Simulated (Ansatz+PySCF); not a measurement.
**doublet S₂(+): levels of theory in one basis**

```xyz
2

S     0.0000    0.0000   -0.9115
S     0.0000    0.0000    0.9115
```

Basis set: cc-pV(T+d)Z (spherical functions). Left uncorrelated: 10 orbitals. Correlation on ROHF uses semicanonical orbitals with singles. Charge 1, multiplicity 2.

Computed with Ansatz (development build ahead of 0.2.0) and PySCF 2.14.0; each method stands on the lowest determinant of its kind that the runs found.

```
      method  E − E(ROHF) (eV)  <S²> of the determinant
        ROHF              0.00                     0.75
         UHF             -0.45                     1.23
    ROHF-MP2             -8.96                        –
     UHF-MP2             -8.09                     1.23
    UHF-CCSD             -9.41                     1.23
ROHF-CCSD(T)            -10.05                        –
 UHF-CCSD(T)            -10.00                     1.23
```

The restricted and unrestricted rows may stand on different electronic states: another unrestricted solution lies nearer the restricted one.

Caution for UHF, UHF-MP2, UHF-CCSD, UHF-CCSD(T): the unrestricted determinant is spin contaminated; the determinant breaks the point group. Caution for ROHF-MP2, UHF-MP2, UHF-CCSD, ROHF-CCSD(T), UHF-CCSD(T): large share of triples, a single reference is doubtful. Caution for ROHF-MP2, UHF-MP2: forces differ strongly between restricted and unrestricted references; MP2 on this radical cation hangs on the determinant chosen. Caution for UHF-MP2: another reference gives a lower total.
